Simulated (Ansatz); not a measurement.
A run of Ansatz (development build ahead of 0.2.0) on singlet CF₂ at this shape:

```yaml
atoms:
  - { symbol: C, position_ang: [0.0291, 0.0507, -0.5949] }
  - { symbol: F, position_ang: [0.0412, 0.9526, 0.2305] }
  - { symbol: F, position_ang: [0.0079, -1.0719, 0.2178] }
```

Its results:

```
Converged                       : yes
Reference energy                : -236.45814 hartree
Correlation energy              : -0.47841 hartree
Total energy                    : -236.93655 hartree
Spin squared of the determinant : 0.000
```

(1) Which input gives this output? Name the method, the orbitals and the basis set, and write the input.

Results:

(1) RHF-MP2 in def2-SVP. An unrestricted run that stays on the closed shell gives the same numbers.

```yaml
crystal:
  periodic: [false, false, false]
  atoms:
    - { symbol: C, position_ang: [0.02913, 0.05071, -0.59487] }
    - { symbol: F, position_ang: [0.04116, 0.95263, 0.23049] }
    - { symbol: F, position_ang: [0.00791, -1.07194, 0.21779] }
basis:
  gaussian: { orbitals: def2-SVP }
hamiltonian:
  xc: hf
correlation:
  method: mp2
  frozen_orbitals: { C: 1, F: 1 }
```
